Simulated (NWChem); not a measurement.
System: fluorine (F2); SMILES FF

The following NWChem deck was run.

```
start job
memory heap 200 mb stack 900 mb global 1100 mb
geometry units angstroms noautoz
  F      0.000000     0.000000     0.688226
  F      0.000000     0.000000    -0.688226
end
basis spherical
  * library pcseg-2
end
dft
  xc pbe0
  iterations 150
  mulliken
end
task dft gradient
```

Excerpt of the output:

```
             Northwest Computational Chemistry Package (NWChem) 7.3.0
             --------------------------------------------------------

 ORDER OF PRIMARY AXIS IS BEING SET TO 4
 D4H symmetry detected

                             Geometry "geometry" -> ""
                             -------------------------

 Output coordinates in angstroms (scale by  1.889725989 to convert to a.u.)

  No.       Tag          Charge          X              Y              Z
 ---- ---------------- ---------- -------------- -------------- --------------
    1 F                    9.0000     0.00000000     0.00000000     0.68822600
    2 F                    9.0000     0.00000000     0.00000000    -0.68822600

 Effective nuclear repulsion energy (a.u.)      31.1404663359

      Symmetry information
      --------------------

 Group name             D4h
 Group number             28
 Group order              16
 No. of unique centers     1

                                 NWChem DFT Module
                                 -----------------

 Summary of "ao basis" -> "ao basis" (spherical)
 ------------------------------------------------------------------------------
       Tag                 Description            Shells   Functions and Types
 ---------------- ------------------------------  ------  ---------------------
 F                          pcseg-2                 10       30   4s3p2d1f

      Symmetry analysis of basis
      --------------------------

        a1g        10
        a1u         0
        a2g         0
        a2u        10
        b1g         3
        b1u         3
        b2g         3
        b2u         3
        eg         14
        eu         14

            General Information
            -------------------
          SCF calculation type: DFT
          Wavefunction type:  closed shell.
          No. of atoms     :     2
          No. of electrons :    18
           Alpha electrons :     9
            Beta electrons :     9
          Charge           :     0
          Spin multiplicity:     1
          Use of symmetry is: on ; symmetry adaption is: on
          Maximum number of iterations: 150
          AO basis - number of functions:    60
                     number of shells:    20
          Convergence on energy requested:  1.00D-06
          Convergence on density requested:  1.00D-05
          Convergence on gradient requested:  5.00D-04

              XC Information
              --------------
                         PBE0 Method XC Functional
                     Hartree-Fock (Exact) Exchange  0.250
          PerdewBurkeErnzerhof Exchange Functional  0.750
            Perdew 1991 LDA Correlation Functional  1.000 local
           PerdewBurkeErnz. Correlation Functional  1.000 non-local

             Grid Information
             ----------------
          Grid used for XC integration:  medium
          Radial quadrature: Mura-Knowles
          Angular quadrature: Lebedev.
          Tag              B.-S. Rad. Rad. Pts. Rad. Cut. Ang. Pts.
          ---              ---------- --------- --------- ---------
          F                   0.50       49           6.0       434
          Grid pruning is: on
          Number of quadrature shells:    49
          Spatial weights used:  Erf1

      Superposition of Atomic Density Guess
      -------------------------------------

 Sum of atomic energies:        -198.82532134

      Non-variational initial energy
      ------------------------------

 Total energy =    -198.612328
 1-e energy   =    -340.680969
 2-e energy   =     110.928174
 HOMO         =      -0.488758
 LUMO         =      -0.167257

      Symmetry analysis of molecular orbitals - initial
      -------------------------------------------------

 !! scf_movecs_sym_adapt:   12 vectors were symmetry contaminated

  Symmetry fudging

 !! scf_movecs_sym_adapt:   12 vectors were symmetry contaminated

  Numbering of irreducible representations:

     1 a1g         2 a1u         3 a2g         4 a2u         5 b1g
     6 b1u         7 b2g         8 b2u         9 eg         10 eu

  Orbital symmetries:

     1 a1g         2 a2u         3 a1g         4 a2u         5 a1g
     6 eu          7 eu          8 eg          9 eg         10 a2u
    11 a2u        12 eu         13 eu         14 a1g        15 eg
    16 eg         17 a1g        18 a2u        19 eu

     ---------------------------------------------
      Total Density - Mulliken Population Analysis
     ---------------------------------------------

    Atom       Charge   Shell Charges
 -----------   ------   -------------------------------------------------------
    1 F    9     9.00   2.00  0.66  0.97  0.32  2.20  2.19  0.64  0.00  0.02  0.00
    2 F    9     9.00   2.00  0.66  0.97  0.32  2.20  2.19  0.64  0.00  0.02  0.00

   convergence    iter        energy       DeltaE   RMS-Dens  Diis-err
 ---------------- ----- ----------------- --------- --------- ---------
 d= 0,ls=0.0,diis     1   -199.3749594231 -2.31D+02  4.85D-03  5.24D-01
 d= 0,ls=0.0,diis     2   -199.3901635984 -1.52D-02  2.59D-03  2.18D-01
 d= 0,ls=0.0,diis     3   -199.4042595480 -1.41D-02  4.72D-04  5.94D-03
 d= 0,ls=0.0,diis     4   -199.4046498365 -3.90D-04  8.46D-05  2.97D-04
 d= 0,ls=0.0,diis     5   -199.4046682382 -1.84D-05  3.69D-06  8.54D-07
 d= 0,ls=0.0,diis     6   -199.4046682893 -5.10D-08  1.12D-07  1.11D-09

         Total DFT energy =     -199.404668289260
      One electron energy =     -340.120153478750
           Coulomb energy =      130.158015657625
    Exchange-Corr. energy =      -20.582996804030
 Nuclear repulsion energy =       31.140466335895

 Numeric. integr. density =       18.000001877627

                  Occupations of the irreducible representations
                  ----------------------------------------------

                     irrep           alpha         beta
                     --------     --------     --------
                     a1g               3.0          3.0
                     a1u               0.0          0.0
                     a2g               0.0          0.0
                     a2u               2.0          2.0
                     b1g               0.0          0.0
                     b1u               0.0          0.0
                     b2g               0.0          0.0
                     b2u               0.0          0.0
                     eg                2.0          2.0
                     eu                2.0          2.0

                       DFT Final Molecular Orbital Analysis
                       ------------------------------------

 Vector    7  Occ=2.000000D+00  E=-5.720948D-01  Symmetry=eu
              MO Center= -1.4D-17, -2.9D-17, -3.2D-17, r^2= 8.8D-01
   Bfn.  Coefficient  Atom+Function         Bfn.  Coefficient  Atom+Function
  ----- ------------  ---------------      ----- ------------  ---------------
     6      0.326609  1 F  py                36      0.326609  2 F  py
     9      0.272842  1 F  py                39      0.272842  2 F  py
     5      0.157132  1 F  px                35      0.157132  2 F  px
     8      0.131264  1 F  px                38      0.131264  2 F  px
    12      0.121500  1 F  py                42      0.121500  2 F  py

 Vector    8  Occ=2.000000D+00  E=-4.285527D-01  Symmetry=eg
              MO Center= -3.2D-16, -4.4D-17, -7.7D-15, r^2= 9.3D-01
   Bfn.  Coefficient  Atom+Function         Bfn.  Coefficient  Atom+Function
  ----- ------------  ---------------      ----- ------------  ---------------
     6      0.401371  1 F  py                36     -0.401371  2 F  py
     9      0.331557  1 F  py                39     -0.331557  2 F  py
    12      0.190072  1 F  py                42     -0.190072  2 F  py
     5     -0.038496  1 F  px                35      0.038496  2 F  px
     8     -0.031800  1 F  px                38      0.031800  2 F  px

 Vector    9  Occ=2.000000D+00  E=-4.285527D-01  Symmetry=eg
              MO Center= -3.5D-16, -6.0D-16, -7.0D-15, r^2= 9.3D-01
   Bfn.  Coefficient  Atom+Function         Bfn.  Coefficient  Atom+Function
  ----- ------------  ---------------      ----- ------------  ---------------
     5      0.401371  1 F  px                35     -0.401371  2 F  px
     8      0.331557  1 F  px                38     -0.331557  2 F  px
    11      0.190072  1 F  px                41     -0.190072  2 F  px
     6      0.038496  1 F  py                36     -0.038496  2 F  py
     9      0.031800  1 F  py                39     -0.031800  2 F  py

 Vector   10  Occ=0.000000D+00  E=-1.217947D-01  Symmetry=a2u
              MO Center=  3.3D-16, -5.5D-17,  2.6D-15, r^2= 1.1D+00
   Bfn.  Coefficient  Atom+Function         Bfn.  Coefficient  Atom+Function
  ----- ------------  ---------------      ----- ------------  ---------------
     7      0.417717  1 F  pz                37      0.417717  2 F  pz
    13      0.385519  1 F  pz                43      0.385519  2 F  pz
    10      0.369403  1 F  pz                40      0.369403  2 F  pz
     4     -0.306692  1 F  s                 34      0.306692  2 F  s
     3     -0.140739  1 F  s                 33      0.140739  2 F  s

[...]

                         DFT ENERGY GRADIENTS

    atom               coordinates                        gradient
                 x          y          z           x          y          z
   1 F       0.000000   0.000000   1.300559    0.000000   0.000000  -0.000535
   2 F       0.000000   0.000000  -1.300559    0.000000   0.000000   0.000535
```

Level: PBE0/pcseg-2. Structure relaxed at the PBE0/def2-SVP level.
